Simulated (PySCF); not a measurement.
Mapped SMILES: `[CH3:1][CH2:2][C:3](=[O:4])[Cl:5]`. Hydrogens are named by the atom that carries them.

GIAO PBE0/pcSseg-1 shifts (PySCF 2.14.0 with density-fitted response routines, gas phase, non-relativistic, equivalent atoms averaged), each against references optimised in the same way as the molecule (TMS, H2O, HCl).

On the GFN2-xTB geometry: C3 184.7, C2 43.6, C1 11.5, O4 589.0, Cl5 467, H(C2) 2.91, H(C1) 1.14 ppm.

What changes on the PBE0-D3(BJ)/def2-SVP geometry?

Results:


```csv
atoms,δ (ppm),change
C3,183.3,-1.4
C2,43.4,-0.2
C1,10.5,-1.0
O4,587.0,-2.0
Cl5,462,-5
H(C2),2.68,-0.23
H(C1),1.07,-0.07
```

Bonds between heavy atoms that differ most (equivalent bonds averaged): C3–Cl5 1.781 → 1.797 Å, C2–C3 1.491 → 1.500 Å, C1–C2 1.524 → 1.516 Å. Mean change of bonds to hydrogen: C–H +0.012 Å.
